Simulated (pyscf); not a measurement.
methanol (H₃C–OH) + HO–In [singlet] → H₃C–In(OH)–OH, an insertion (singlet surface; C–O broken, C–In, In–O formed). PySCF, gas phase, ωB97X-D3(BJ)/def2-SVP geometries. Energies in kcal/mol from the separated reactants.

Small-basis levels: PySCF, no dispersion term, spherical d functions. 

Question: Quick B3LYP/LANL2DZ single points give ΔE‡ = 38.8 kcal/mol and ΔE = -28.6 kcal/mol. What does ωB97M-D3(BJ)/def2-TZVP give, and how far is the quick result from it?

Answer: ωB97M-D3(BJ)/def2-TZVP gives ΔE‡ = 59.1 kcal/mol and ΔE = -9.7 kcal/mol. B3LYP/LANL2DZ lies 20.2 kcal/mol under it in the barrier and 18.9 kcal/mol under it in the reaction energy, so on this step it does not hold to within 3.0 kcal/mol. ωB97M-D3(BJ)/def2-TZVP has limits of its own. On the reactant side the descent ends in a bound adduct, 14.9 kcal/mol under the separated species and 72.7 kcal/mol under the saddle at ωB97X-D3(BJ)/def2-TZVP. One saddle was located; it need not be the lowest between these sides. A restricted solution here is unstable towards spin polarisation, so biradical character is likely and single-reference numbers are less safe. In the def2 sets elements past Kr carry core potentials, without spin-orbit coupling.
